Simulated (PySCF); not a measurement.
## Electric field gradients and quadrupole coupling constants

Compound: PH3O.
Cartesian coordinates in Å at the PBE0-D3(BJ)/def2-SVP level; atoms count from 1:
```xyz
5
H3OP angstrom
O      1.244   -0.718    0.678
P      0.082   -0.044    0.036
H     -0.909    0.528    0.891
H      0.349    1.068   -0.818
H     -0.748   -0.827   -0.822
```

Field gradients from the PBE0/pcSseg-1 density (PySCF, non-relativistic), principal values in atomic units, ordered |Vxx| ≤ |Vyy| ≤ |Vzz|:

```csv
atom,Vxx,Vyy,Vzz
O1,-0.5703,-0.5706,1.1409
```

Task: Find the asymmetry η = (Vxx − Vyy)/Vzz and the couplings χ = eQV/h (234.96 MHz × Q in barn × V in au), with Q(17O) = −0.0256 b.

Result: 
```json
{"atom": "O1", "environment": "phosphoryl oxygen", "nucleus": "17O", "η": "0.00", "χzz (MHz)": "-6.86", "χxx (MHz)": "3.43", "χyy (MHz)": "3.43"}
```

The gradient is axial or nearly so (η below 0.05) at O1. The tensor is traceless: Vxx + Vyy + Vzz = 0.

Task: What is Vzz at O1 in SI units (1 au = 9.71736 × 10²¹ V/m²)?

Result: 1.1409 au = 11.087 × 10²¹ V/m².

Task: And the gradient at the other heavy atoms, for which no coupling is worked out here?

Result: 
```tsv
atom	environment	Vzz (au)	η
P2	phosphoryl phosphorus	-0.305	0.00
```

Isolated species at its PBE0-D3(BJ)/def2-SVP geometry, gas phase. The basis is small and wasn't made for field gradients, so the couplings can be 20 % off.
